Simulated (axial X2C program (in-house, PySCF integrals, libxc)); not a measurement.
# Nuclear properties of AlCN⁻

Calculated with an in-house all-electron X2C program for linear molecules (integrals from PySCF): two-component X2C with atomic mean-field Coulomb and Gaunt terms, Gaussian nuclei, basis Al dyall-v3z, C dyall-v3z, N dyall-av3z with contracted cores.

Al–C–N held linear, with bonds 2.068 and 1.166 Å (near the PBE0 minimum at charge -1 of the determinant lowest at the starting distance; the state shown can have its own minimum elsewhere, held linear; other orders of the atoms were not compared).

Input and command:
```json
{"zs": [13, 6, 7], "q": -1, "bas": ["dyall-v3z", "dyall-v3z", "dyall-av3z"], "r0": [1.96, 1.16], "symm": 0, "scan": ["PBE0", "HF", "B3LYP"], "levels": ["PBE0", "HF", "BHandHLYP"], "nst": 2}
```
```bash
python solin.py task.json out
```

Keys: zs atomic numbers; q charge; bas basis sets; r0 starting distance in Å; symm equal bonds; scan levels of the two-bond scan; levels methods; nst determinants followed.

Determinant lowest in the PBE0 search, Ω = 1/2 (⟨Sz⟩ = -0.50, ⟨Lz⟩ = 1.00 at PBE0), spin on the atoms Al -0.52, C 0.07, N -0.05:

```
    level  Eeff magnitude (GV/cm)  Ws magnitude Al (kHz)  A∥/gI Al (MHz)  qzz Al (a.u.)  A∥/gI C (MHz)  qzz C (a.u.)  A∥/gI N (MHz)  qzz N (a.u.)
     PBE0                  0.0115                0.00874             253          -0.57           6.83         -0.65           57.4         -1.02
       HF                   0.021                 0.0165             229          -0.56           2.06         -0.76           36.1         -1.17
BHandHLYP                 0.00871                0.00678             231          -0.55          -1.15         -0.72           51.5         -1.09
```

Determinant 0.01 eV from it at PBE0 and this distance, Ω = 3/2 (⟨Sz⟩ = 0.50, ⟨Lz⟩ = 1.00 at PBE0), spin on the atoms Al 0.52, C -0.07, N 0.05:

```json
{"level": "PBE0", "Eeff magnitude (GV/cm)": "0.0119", "Ws magnitude Al (kHz)": "0.00303", "A∥/gI Al (MHz)": "36.6", "qzz Al (a.u.)": "-0.57", "A∥/gI C (MHz)": "-0.874", "qzz C (a.u.)": "-0.65", "A∥/gI N (MHz)": "15", "qzz N (a.u.)": "-1.02"}
{"level": "HF", "Eeff magnitude (GV/cm)": "0.0181", "Ws magnitude Al (kHz)": "0.00481", "A∥/gI Al (MHz)": "42.1", "qzz Al (a.u.)": "-0.56", "A∥/gI C (MHz)": "-4.27", "qzz C (a.u.)": "-0.76", "A∥/gI N (MHz)": "18", "qzz N (a.u.)": "-1.17"}
{"level": "BHandHLYP", "Eeff magnitude (GV/cm)": "0.00922", "Ws magnitude Al (kHz)": "0.00241", "A∥/gI Al (MHz)": "48.8", "qzz Al (a.u.)": "-0.56", "A∥/gI C (MHz)": "-0.428", "qzz C (a.u.)": "-0.72", "A∥/gI N (MHz)": "15.8", "qzz N (a.u.)": "-1.09"}
```

Eeff is the effective electric field on the electron electric dipole moment in this Ω state and Ws the scalar–pseudoscalar constant of the nucleus named (defined with the proton number Z and per Ω); A∥ (defined per Ω) follows by multiplying with gI = μI/(I μN); qzz is the electric field gradient, eQq0 = 234.96 MHz × Q/barn × qzz. The operators were transformed with the bare-nucleus X2C matrices; with these basis sets, hyperfine constants and field gradients can be off by tens of per cent, and where levels differ in sign neither size nor sign is settled.

Q: With gI(27Al) = 1.4566, Q(27Al) = 0.1466 barn, gI(14N) = 0.4038, Q(14N) = 0.02044 barn (g factors from the IAEA table of nuclear moments by Stone; Q from Pyykkö, Mol. Phys. 2018), turn the PBE0 values of the first state into constants in MHz.

A: A∥(27Al) = 253 × 1.4566 = 369 MHz; eQq0(27Al) = 234.96 × (0.1466) × (-0.57) = -19.6 MHz; A∥(14N) = 57.4 × 0.4038 = 23.2 MHz; eQq0(14N) = 234.96 × (0.02044) × (-1.02) = -4.9 MHz.

The molecule was held linear; bending was not examined, so a bent shape may lie lower.

Each state is one determinant with collinear spin. Unrestricted Hartree–Fock can overshoot spin polarisation at the nuclei. For an anion, determinants above electron detachment, or with a positive highest level, are held by the basis set. Where Eeff spreads by more than a factor of two the levels disagree and none is to be relied on. The search compared states at one distance, so a state with another bond length can lie lower. Where a field gradient or hyperfine factor spreads by more than a factor of two over the levels, a constant derived from it is not to be relied on. PBE0 term energies can be off by some tenths of an eV.
